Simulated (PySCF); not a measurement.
Computed with PBE-D3(BJ)/def2-TZVP // B3LYP-D3(BJ)/def2-TZVP (PySCF 2.14.0). Isolated molecules, 0 K electronic values unless said otherwise. 

Reference species (SMILES): `ClC(Cl)(Cl)Cl` (neutral, multiplicity 1).

- LUMO = -2.72 eV
- S1 oscillator strength = 0.000

Changed species: `ClCCl` (2 of 4 H replaced by Cl; the reference has 4 of 4 H replaced by Cl).

### Question
Predict the effect on the LUMO and S1 oscillator strength.

### Answer
the LUMO increases by 1.46 eV, to -1.26 eV; the S1 oscillator strength stays essentially unchanged.
